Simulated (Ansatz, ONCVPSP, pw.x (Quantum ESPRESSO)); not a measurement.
## What a changed setting does to a pw.x run (diamond Si)

Potential: optimised norm-conserving Vanderbilt (ONCV), ONCVPSP 4.0.1.1 (patched build), LDA (Perdew-Wang 92); core [Ne], reference 3s1 3p3; waves: 3s: rc 2.46 bohr, ncon 4, nbas 9, qcut 3.7 1/bohr, 2 projectors, debl 2.8 Ha; 3p: rc 2.84 bohr, ncon 4, nbas 8, qcut 4.1 1/bohr, 2 projectors, debl 1.1 Ha; d scattering state at 0.07 Ha: rc 2.38 bohr, ncon 3, nbas 7, qcut 5.3 1/bohr, 2 projectors, debl 3.7 Ha; local part: polynomial inside 1.68 bohr (lpopt 5, dvloc0 0 Ha); core correction: none.

The reference run (k-mesh 9³, cutoffs 35/140 Ry, Fermi–Dirac 0.01 Ry, mixing_beta 0.4, conv_thr 1e-9, no spin) gives -0.66 GPa at 19.694 Å³/atom, where all-electron LAPW gives -0.03 GPa. This run, with its own iteration cap, changes electron_maxstep to 2, a wrong or extreme entry chosen on purpose.

```
&control
  calculation='scf', prefix='x', pseudo_dir='./', outdir='./tmp', tstress=.true., disk_io='none'
/
&system
  ibrav=0, nat=2, ntyp=1, ecutwfc=35, ecutrho=140, nbnd=11,
  occupations='smearing', smearing='fd', degauss=0.01
/
&electrons
  conv_thr=1e-09, mixing_beta=0.4, electron_maxstep=2
/
ATOMIC_SPECIES
Si 1.0 Si.UPF
CELL_PARAMETERS angstrom
  0.00000000 2.70050288 2.70050288
  2.70050288 0.00000000 2.70050288
  2.70050288 2.70050288 0.00000000
ATOMIC_POSITIONS crystal
Si 0.0000 0.0000 0.0000
Si 0.2500 0.2500 0.2500
K_POINTS automatic
9 9 9 0 0 0
```

```bash
pw.x < Si.scf.in > Si.scf.out
```

Problem. How does the run end?

Solution. It does not reach self-consistency within its iteration cap.

```
Message from routine setup:
     using ibrav=0 with symmetry is DISCOURAGED, use correct ibrav instead
     lattice parameter (alat)  =       7.2170  a.u.
     unit-cell volume          =     265.8034 (a.u.)^3
     number of electrons       =         8.00
     number of Kohn-Sham states=           11
     kinetic-energy cutoff     =      35.0000  Ry
     charge density cutoff     =     140.0000  Ry
     scf convergence threshold =      1.0E-09
     Exchange-correlation= SLA  PW   NOGX NOGC
     number of k points=    35  Fermi-Dirac smearing, width (Ry)=  0.0100
     iteration #  1     ecut=    35.00 Ry     beta= 0.40
     total energy              =     -15.92595222 Ry
     estimated scf accuracy    <       0.11647853 Ry
     iteration #  2     ecut=    35.00 Ry     beta= 0.40
     total energy              =     -15.91796784 Ry
     estimated scf accuracy    <       0.02649433 Ry
     convergence NOT achieved after   2 iterations: stopping
     Message from routine punch:
     Nothing written, as per user request (disk_io='none')
```

The run took about 2.6 s on one core of a shared host (Neoverse-N1, 64 threads, 124 GiB, load 54).
